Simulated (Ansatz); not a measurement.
**CH₃F (singlet): the correlation ladder, cc-pVDZ**

One table from this session's results is given with a row withheld; the runs are named, their logs left out.

Computed with Ansatz 0.2.0, Gaussian basis. Level: cc-pVDZ, core rule «outside noble gas», up to 2 orbitals frozen.

The runs, in order: UHF; CCSD(T) on RHF; BCCD(T) on RHF; CISD; CCSDT(Q) on RHF; CASSCF and MRCISD+Q, 14 electrons in 11 orbitals; CASSCF and NEVPT2, 14 electrons in 11 orbitals.

15 further runs of the same task are left out: 3 for a known fault of the program, 4 that didn't finish, 8 set aside as unsound or not needed.

**What is computed**

The geometry is a PBE0/def2-TZVP stationary point (not a proven minimum).

5 atoms, charge 0, spin multiplicity 1.

Atoms are counted from 1 here; the program's logs count them from 0.

Bond lengths: C1–F2 1.376 Å, C1–H3 1.092 Å, C1–H4 1.092 Å, C1–H5 1.092 Å. Angles: F2–C1–H3 109.1°, F2–C1–H4 109.1°, F2–C1–H5 109.1°, H3–C1–H4 109.9°, H3–C1–H5 109.9°, H4–C1–H5 109.9°.

Set-up of the first run:

in.yaml reads:

```yaml
crystal:
  periodic: [false, false, false]
  atoms:
    - {symbol: C, position_ang: [-0.736572, -0.007618, 0.003592]}
    - {symbol: F, position_ang: [0.639728, 0.006617, -0.003120]}
    - {symbol: H, position_ang: [-1.104340, 1.020951, 0.007133]}
    - {symbol: H, position_ang: [-1.083963, -0.528956, 0.898437]}
    - {symbol: H, position_ang: [-1.092714, -0.525930, -0.889569]}
basis:
  gaussian: {orbitals: cc-pVDZ}
magnetization: {spin_polarized: true, initial_magnetization: 0}
hamiltonian: {xc: hf}
output: {orbitals: {seedname: orbitals}}
```

The run is started by

```
ansatz run in.yaml --threads 1 --pin off --events-out ev --progress --plain --max-ram 2393MiB
```

Steps of the session up to this table: UHF; CCSD(T) on RHF; BCCD(T) on RHF; CISD; CCSDT(Q) on RHF; CASSCF and MRCISD+Q, 14 electrons in 11 orbitals; CASSCF and NEVPT2, 14 electrons in 11 orbitals.

One table of the session follows, with a row left open; its other results are not shown here.

| method | from RCCSDT(Q) (meV) |
| --- | --- |
| RHF | ? |
| RMP2 | +796.3 |
| CISD | +884.0 |
| RCCSD | +202.6 |
| RCCSD(T) | +27.8 |
| BCCD(T) | +26.2 |
| RCCSDT | +15.5 |
| RCCSDT(Q) | 0 |
| CASSCF valence | +7353.2 |
| NEVPT2 valence | +1146.4 |
| MRCISD valence | +455.6 |
| MRCISD+Q valence | +49.5 |

Estimate the missing values for RHF.

**Answer.** from RCCSDT(Q) (meV): +9879.3. In the column «from RCCSDT(Q) (meV)» it is the highest.

With the free atoms at the same levels and basis (separate runs), the atomisation energy is 16.920 eV at RCCSDT(Q), 16.906 eV at RCCSD(T), 13.209 eV at RHF.
